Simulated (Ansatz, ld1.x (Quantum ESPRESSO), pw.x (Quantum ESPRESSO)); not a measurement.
**Equation-of-state test of one ultrasoft potential (Al (Z = 13))**

- Element: aluminium (Al)
- Generator: ld1.x (Quantum ESPRESSO) 7.5
- Type: ultrasoft
- Functional: PBEsol
- Relativity: scalar-relativistic
- Frozen core: [Ne]
- Valence charge: 3
- Reference configuration: 3s2 3p1
- Partial waves: 3s (bound): rcut 1.45, rcutus 1.85 bohr; 3s channel at 1.15 Ry: rcut 1.45, rcutus 1.85 bohr; 3p (bound): rcut 2.05, rcutus 2.20 bohr; 3p channel at 0.1 Ry: rcut 2.05, rcutus 2.20 bohr; 3d channel at -0.1 Ry: rcut 1.70, rcutus 2.05 bohr
- Local potential: all-electron potential smoothed inside 1.40 bohr (lloc = -1)
- Core correction: Bessel-smoothed model core inside 1.45 bohr
- Augmentation charge: built from norm-conserving waves at rcut, not smoothed further

Crystal test: fcc Al in pw.x 7.5, no spin, 14³ k-points, Fermi–Dirac smearing 0.01 Ry, cutoffs 40/600 Ry. The reference is all-electron LAPW (Ansatz 0.2.0) with the same functional, mesh and smearing; V0 and B0 come from Birch–Murnaghan fits to the pressures at five volumes. Errors are pseudo minus all-electron; Δ is the rms difference of the E(V) curves that follow from these fits, minima aligned, over ±6 % about the mean V0. Mesh and smearing are coarse, so the numbers serve the comparison and aren't converged zero-temperature values; the lattice is a test structure that the element need not adopt.

All-electron: a0 = 4.015 Å (V0 = 16.18 Å³/atom), B0 = 81.2 GPa.

Question: How far does the potential miss the all-electron equation of state?

Answer: mean pressure error (GPa): -0.19; a0 (Å): 4.012; a0 error (%): -0.08; B0 error (%): -0.2; Δ (meV/atom): 0.7.

```tsv
V (Å³/atom)	P all-electron (GPa)	P pseudo (GPa)
15.397	4.49	4.25
15.802	2.01	1.80
16.207	-0.16	-0.34
16.612	-2.03	-2.19
17.017	-3.66	-3.80
```

Question: At the middle volume, how do free energy and pressure move when the wave cutoff is lowered (ecutrho held at 600 Ry)?

Answer:

```
cutoff (Ry)  shift of F (meV/atom)  shift of P (GPa)
         18                   +5.5             -0.06
         24                   +0.9             -0.02
         32                   +0.3             +0.00
```

Input at the middle volume:

```
&control
  calculation='scf', prefix='x', pseudo_dir='./', outdir='./tmp', tstress=.true., disk_io='none'
/
&system
  ibrav=0, nat=1, ntyp=1, ecutwfc=40, ecutrho=600, nbnd=8,
  occupations='smearing', smearing='fd', degauss=0.01
/
&electrons
  conv_thr=1e-09, mixing_beta=0.4, electron_maxstep=70
/
ATOMIC_SPECIES
Al 1.0 Al.UPF
CELL_PARAMETERS angstrom
  0.00000000 2.00858807 2.00858807
  2.00858807 0.00000000 2.00858807
  2.00858807 2.00858807 0.00000000
ATOMIC_POSITIONS crystal
Al 0.0000 0.0000 0.0000
K_POINTS automatic
14 14 14 0 0 0
```

```bash
pw.x < Al.scf.in > Al.scf.out
```

Lines of the output:

```
Message from routine setup:
     using ibrav=0 with symmetry is DISCOURAGED, use correct ibrav instead
     lattice parameter (alat)  =       5.3679  a.u.
     unit-cell volume          =     109.3703 (a.u.)^3
     number of electrons       =         3.00
     number of Kohn-Sham states=            8
     kinetic-energy cutoff     =      40.0000  Ry
     charge density cutoff     =     600.0000  Ry
     scf convergence threshold =      1.0E-09
     Exchange-correlation= PBESOL
     number of k points=   104  Fermi-Dirac smearing, width (Ry)=  0.0100
     iteration #  1     ecut=    40.00 Ry     beta= 0.40
     total energy              =      -7.42587879 Ry
     estimated scf accuracy    <       0.00567402 Ry
     iteration #  2     ecut=    40.00 Ry     beta= 0.40
     total energy              =      -7.42511461 Ry
     estimated scf accuracy    <       0.00184291 Ry
     iteration #  3     ecut=    40.00 Ry     beta= 0.40
     total energy              =      -7.42517305 Ry
     estimated scf accuracy    <       0.00000221 Ry
     iteration #  4     ecut=    40.00 Ry     beta= 0.40
     total energy              =      -7.42517476 Ry
     estimated scf accuracy    <       0.00000003 Ry
     iteration #  5     ecut=    40.00 Ry     beta= 0.40
     the Fermi energy is     8.0299 ev
!    total energy              =      -7.42517478 Ry
     estimated scf accuracy    <          3.0E-10 Ry
     smearing contrib. (-TS)   =      -0.00203351 Ry
     The total energy is F=E-TS. E is the sum of the following terms:
     one-electron contribution =       3.00539479 Ry
     hartree contribution      =       0.00671409 Ry
     xc contribution           =      -4.99963070 Ry
     ewald contribution        =      -5.43561944 Ry
     convergence has been achieved in   5 iterations
          total   stress  (Ry/bohr**3)                   (kbar)     P=       -3.38
     Message from routine punch:
     Nothing written, as per user request (disk_io='none')
```

The 8 pw.x runs together took about 54 s on one core of a shared server CPU.
